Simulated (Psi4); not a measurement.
# M06-L/aug-cc-pVTZ run of AlCl (aluminium monochloride)

What is the energy change on altering one bond length of AlCl (aluminium monochloride) at M06-L/aug-cc-pVTZ? 

The calculation is run with Psi4 1.11.

13 further runs of the same task are left out: 12 that didn't finish, 1 set aside as unsound or not needed.

## 1. Starting point

AlCl: 2 atoms, total charge 0, spin state singlet. As SMILES, `[Al][Cl]`. The bond length is the measured one.

Bond lengths: Al1–Cl2 2.130 Å.

## 2. The energy at M06-L/aug-cc-pVTZ

File job.inp:

```
memory 1600 MB

molecule {
  0 1
  Al     0.000000     0.000000     0.000000
  Cl     0.000000     0.000000     2.130113
  symmetry c1
}

set basis aug-cc-pVTZ
set puream true
set e_convergence 1e-09
set d_convergence 1e-08
set scf_type pk
set dft_radial_points 99
set dft_spherical_points 590

E, wfn = energy('m06-l', return_wfn=True)
print_variables()
```

The run is started by

```bash
$ psi4 -n 1 job.inp job.out
```

job.out:

```text
[...]
  Running in c1 symmetry.
[...]
  Nuclear repulsion =   54.902328448335837
[...]
  Multiplicity = 1
[...]
  Nalpha       = 15
  Nbeta        = 15
[...]
    Number of basis functions: 100
[...]
   @RKS iter   1:  -702.63696821437304   -2.90462e-01   3.64793e-03 ADIIS/DIIS
[...]
   @RKS iter  10:  -702.69542920787626   -2.27374e-11   7.06919e-09 DIIS
[...]
    Orbital Energies [Eh]
    ---------------------
    Doubly Occupied:
       1A   -101.169427     2A    -55.800959     3A     -9.388491
       4A     -7.091741     5A     -7.089836     6A     -7.089836
       7A     -4.125221     8A     -2.633627     9A     -2.633627
      10A     -2.628187    11A     -0.768989    12A     -0.376240
      13A     -0.301071    14A     -0.301071    15A     -0.225467
[...]
  @RKS Final Energy:  -702.69542920787626
   => Energetics <=
    Nuclear Repulsion Energy =             54.9023284483358367
    One-Electron Energy =               -1082.4318631094311058
    Two-Electron Energy =                 371.7301147545026083
    DFT Exchange-Correlation Energy =     -46.8960093012835273
    Empirical Dispersion Energy =           0.0000000000000000
    VV10 Nonlocal Energy =                  0.0000000000000000
    Total Energy =                       -702.6954292078762592
[...]
 Multipole Moments:
 ------------------------------------------------------------------------------------
     Multipole            Electronic (a.u.)      Nuclear  (a.u.)        Total (a.u.)
 ------------------------------------------------------------------------------------
 L = 1.  Multiply by 2.5417464519 to convert [e a0] to [Debye]
 Dipole X            :          0.0000000            0.0000000            0.0000000
 Dipole Y            :         -0.0000000            0.0000000           -0.0000000
 Dipole Z            :         -0.8194245            0.2658241           -0.5536004
 Magnitude           :                                                    0.5536004
[...]
```

Run time: 40 s. Hardware: 1 thread of Intel Xeon at 2.50GHz (Skylake/Cascade Lake), shared host; peak memory 0.86 GiB.

## 3. The distorted shape, same level

File job.py:

```python
import psi4

psi4.set_memory(1600000000)
psi4.set_num_threads(1)
psi4.core.set_output_file('psi4.out', False)

molecule = psi4.geometry("""
Al     0.000000     0.000000    -1.065087
Cl     0.000000     0.000000     2.130113
symmetry c1
""")

psi4.set_options({
    'puream': True,
    'e_convergence': 1e-09,
    'd_convergence': 1e-08,
    'scf_type': 'pk',
    'dft_radial_points': 99,
    'dft_spherical_points': 590,
})

energy_value, wavefunction = psi4.energy('m06-l/aug-cc-pVTZ', molecule=molecule, return_wfn=True)
psi4.oeprop(wavefunction, 'QUADRUPOLE', 'WIBERG_LOWDIN_INDICES', 'MAYER_INDICES')
print(f'total energy {energy_value:.8f} hartree = {energy_value * 27.211386:.5f} eV')
for k, v in sorted(psi4.core.scalar_variables().items()):
    print(f'{k:45s} {v:18.10f}')
```

The run is started by

```bash
$ python job.py
```

psi4.out:

```text
[...]
  Running in c1 symmetry.
[...]
  Nuclear repulsion =   36.601202916271291
[...]
  Multiplicity = 1
[...]
  Nalpha       = 15
  Nbeta        = 15
[...]
    Number of basis functions: 100
[...]
   @RKS iter   1:  -702.50992717737836   -4.09136e-01   4.24935e-03 ADIIS/DIIS
[...]
   @RKS iter  12:  -702.62284883685390   -1.37561e-11   5.49446e-09 DIIS
[...]
    Orbital Energies [Eh]
    ---------------------
    Doubly Occupied:
       1A   -101.091930     2A    -55.888038     3A     -9.307855
       4A     -7.012283     5A     -7.008982     6A     -7.008982
       7A     -4.204077     8A     -2.712337     9A     -2.712337
      10A     -2.709267    11A     -0.664326    12A     -0.344901
      13A     -0.224430    14A     -0.207065    15A     -0.207065
[...]
  @RKS Final Energy:  -702.62284883685390
   => Energetics <=
    Nuclear Repulsion Energy =             36.6012029162712906
    One-Electron Energy =               -1046.3931814400848452
    Two-Electron Energy =                 353.9571596049948425
    DFT Exchange-Correlation Energy =     -46.7880299180351997
    Empirical Dispersion Energy =           0.0000000000000000
    VV10 Nonlocal Energy =                  0.0000000000000000
    Total Energy =                       -702.6228488368539047
[...]
 Multipole Moments:
 ------------------------------------------------------------------------------------
     Multipole            Electronic (a.u.)      Nuclear  (a.u.)        Total (a.u.)
 ------------------------------------------------------------------------------------
 L = 1.  Multiply by 2.5417464519 to convert [e a0] to [Debye]
 Dipole X            :         -0.0000000            0.0000000           -0.0000000
 Dipole Y            :          0.0000000            0.0000000            0.0000000
 Dipole Z            :         -3.6756049            0.3987400           -3.2768649
 Magnitude           :                                                    3.2768649
 L = 2.  Multiply by 1.3450342976 to convert [e a0^2] to [Debye ang]
 Quadrupole XX       :        -17.9422175            0.0000000          -17.9422175
 Quadrupole XY       :          0.0000000            0.0000000            0.0000000
[...]
```

The script printed:

```text
total energy -702.62284884 hartree = -19119.34155 eV
CURRENT ENERGY                                   -702.6228488369
CURRENT REFERENCE ENERGY                         -702.6228488369
DD SOLVATION ENERGY                                 0.0000000000
DFT FUNCTIONAL TOTAL ENERGY                      -702.6228488369
DFT TOTAL ENERGY                                 -702.6228488369
DFT VV10 ENERGY                                     0.0000000000
DFT XC ENERGY                                     -46.7880299180
GRID ELECTRONS ALPHA                               15.0000000016
GRID ELECTRONS BETA                                15.0000000016
GRID ELECTRONS TOTAL                               30.0000000032
NUCLEAR REPULSION ENERGY                           36.6012029163
ONE-ELECTRON ENERGY                             -1046.3931814401
PCM POLARIZATION ENERGY                             0.0000000000
PE ENERGY                                           0.0000000000
SCF ITERATION ENERGY                             -702.6228488369
SCF ITERATIONS                                     12.0000000000
SCF TOTAL ENERGY                                 -702.6228488369
TWO-ELECTRON ENERGY                               353.9571596050
XC GRID RADIAL POINTS                              99.0000000000
XC GRID SPHERICAL POINTS                          590.0000000000
XC GRID TOTAL POINTS                           115066.0000000000
```

Wall time 53 s (1 thread of Intel Xeon at 2.50GHz (Skylake/Cascade Lake), shared host); peak memory 0.97 GiB.

## 4. Outcome

At M06-L/aug-cc-pVTZ:

| quantity | value |
| --- | --- |
| first shape: total energy | -702.69543 Eh |
| first shape: dipole moment | 1.41 D |
| first shape: HOMO energy | -6.14 eV |
| first shape: LUMO energy | -2.04 eV |
| first shape: HOMO–LUMO gap | 4.10 eV |
| distorted shape: total energy | -702.62285 Eh |
| distorted shape: dipole moment | 8.33 D |
| distorted shape: HOMO energy | -5.63 eV |
| distorted shape: LUMO energy | -3.47 eV |
| distorted shape: HOMO–LUMO gap | 2.17 eV |
| energy change with the Al1–Cl2 bond stretched from 2.130 to 3.195 Å | 1.975 eV |

What this shows: With the Al1–Cl2 bond stretched from 2.130 to 3.195 Å the energy rises by 1.98 eV (46 kcal/mol). The first shape isn't relaxed at this level, so the change isn't measured from a minimum.
